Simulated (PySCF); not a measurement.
Compound: C₄H₄Cl₂.
Z-matrix (Å and degrees, GFN2-xTB, dihedral held geometry), rows numbered from 1:
```
Cl
C   1  1.7838
Cl  2  1.8021  1  109.14
C   2  1.4518  1  111.19  3  -120.53
C   4  1.3007  2  152.43  1     8.53
C   5  1.5025  4   64.46  2   174.33
H   2  1.0930  1  107.77  3   115.07
H   5  1.0613  4  150.35  6   178.15
H   6  1.0837  4  119.24  5  -106.30
H   6  1.0831  4  119.35  5   105.81
```

Hirshfeld charges (e) from the PBE0/pcSseg-1 density (PySCF), one withheld:

| atom | bonded to | charge |
| --- | --- | --- |
| Cl1 | C2 | -0.0526 |
| C2 | Cl1 Cl3 C4 H7 | ? |
| Cl3 | C2 | -0.0542 |
| C4 | C2 C5 C6 | -0.0237 |
| C5 | C4 C6 H8 | -0.0304 |
| C6 | C5 C4 H9 H10 | -0.0910 |
| H7 | C2 | +0.0611 |
| H8 | C5 | +0.0822 |
| H9 | C6 | +0.0330 |
| H10 | C6 | +0.0334 |

Question: What is the charge on C2?

Answer: The charges add up to the total charge, 0. The others sum to -0.0422, which leaves +0.0422 e for C2 (CHCl2 carbon); the computed value is +0.0425, the difference coming from rounding and the integration grid.

Question: Add each hydrogen's charge to the atom that carries it.

Answer: C2 +0.1036, C5 +0.0518, C6 -0.0246. Atoms without hydrogen keep their charges.

Question: Across which bond do the charges differ most?

Answer: H10–C6: +0.0334 on H10 against -0.0910 on C6, a difference of 0.1244 e (C6–H9 within 0.003 e of it). The lower charge is on the more electronegative element of the two (Pauling values: C 2.55, H 2.20).

Question: Take the bonds between elements whose Pauling electronegativities differ by more than 0.25. In how many does the more electronegative atom carry the lower charge?

Answer: In 6 of 6.

Question: How much positive and how much negative charge does this set hold in all?

Answer: +0.2522 e on 5 atoms and -0.2519 e on 5.

The Hirshfeld scheme weights the molecular density at each point by an atom's share of the summed free-atom densities. The geometry is a constrained GFN2-xTB structure with the dihedral Cl1–C2–C4–C6 held at 180°, isolated molecule; it need not be a minimum.

These values come from a run that also computed NMR shieldings. Time: 9.5 s wall. Hardware: one thread, x86-64 server, no GPU (shared host).
